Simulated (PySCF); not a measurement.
Run record: coupled-cluster job, `C(SC)C=O`.

Computed with EOM-CCSD/aug-cc-pVDZ, vertical, frozen core, gas phase (PySCF 2.14.0). Geometry: PBE0-D3(BJ)/def2-SVP. The input is one job of a driver script: a line of settings, then coordinates in Å.

Input:
```
{"job": {"kind": "eom", "basis": "aug-cc-pVDZ", "nee": 0}, "charge": 0, "multiplicity": 1}
C      1.622841    -0.047262     0.058160
S      0.757156    -0.407220    -1.485070
C     -0.839414    -0.967450    -0.816053
C     -1.519347     0.259292    -0.279528
O     -1.543266     0.555859     0.886855
H      1.881549    -0.972912     0.592950
H      1.020101     0.600496     0.711904
H      2.546509     0.481112    -0.215442
H     -0.699602    -1.724065    -0.029219
H     -1.389522    -1.398775    -1.665905
H     -1.942290     0.936694    -1.065089
```

Task: What does the run print?

Result: 
```
E(HF) = -589.5031143678
E(MP2) = -590.2726651994
E(CCSD) = -590.3206710141
T1 diagnostic = 0.0142

EOM-IP-CCSD (eV)   Koopmans (eV)
   8.9246       9.6743
  10.1105      11.6312
  11.6410      12.5868
  12.7564      13.5548
  13.8585      14.7573
  14.5161      15.7817
  14.8068      16.1800
  15.3449      16.6558
```

Task: What share of the CCSD correlation energy does MP2 give?

Result: MP2 -0.76955 Eh against CCSD -0.81756 Eh: 94.1 %.

Main results: CCSD correlation energy -0.8176 Eh; T1 diagnostic 0.014; first ionisation 8.92 eV.

Time: 8.3 min wall. Hardware: one thread, Arm Neoverse V2 (shared host).

One conformer stands for the species.
Labels such as C1 count atoms from 1, the log's own numbers from 0.
